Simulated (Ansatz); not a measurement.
Species: C3H6O, SMILES `CCC=O` (C–C–C–O torsion 126°) (charge 0, multiplicity 1), formula C$_{3}$H$_{6}$O.

Q: How many basis functions does frozen-core CCSD(T)/cc-pVTZ // PBE0-D3(BJ)/def2-TZVP (Ansatz, a first-principles code) use, how many core orbitals are frozen, and how many electrons are correlated?

A: 204 basis functions and 4 frozen orbitals, which leaves 24 correlated electrons. Core time is of the order of minutes.
